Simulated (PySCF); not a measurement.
Reaction (SMILES): CCO + H+ → CC[OH2+]
B3LYP-D3(BJ)/def2-TZVP geometries, fixed; electronic energies without zero-point terms; positive where energy is released.
Largest species:
```xyz
10

C      1.2415    -0.3849    -0.0245
C      0.1316     0.6140    -0.0055
O     -1.2155    -0.1823    -0.0432
H     -2.0171     0.3730    -0.0073
H      0.0737     1.2204     0.8948
H      0.0492     1.2148    -0.9063
H      2.1778     0.1793    -0.0373
H      1.2551    -1.0063     0.8727
H      1.2131    -1.0075    -0.9176
H     -1.2663    -0.8904     0.6264
```
Charge +1, spin multiplicity 1.

Effect of the SCF energy threshold at r2SCAN/def2-TZVP with PySCF, against the last row, where the proton affinity is 193.26 kcal/mol. Species with rotatable bonds are taken in one conformer.

| setting | SCF cycles, largest species | largest shift of a total energy (mEh) | shift of the proton affinity (kcal/mol) |
|---|---|---|---|
| conv_tol: 1e-4 | 6 | 0.001 | 0.001 |
| conv_tol: 1e-5 | 6 | 0.001 | 0.001 |
| conv_tol: 1e-6 | 7 | 0.000 | 0.000 |
| conv_tol: 1e-7 | 8 | 0.000 | 0.000 |
| conv_tol: 1e-11 | 11 | 0.000 | 0.000 |

Within 0.02 kcal/mol in the proton affinity: conv_tol: 1e-4; conv_tol: 1e-5; conv_tol: 1e-6; conv_tol: 1e-7. The largest shift is 0.001 mEh in a total energy and 0.001 kcal/mol in the difference.
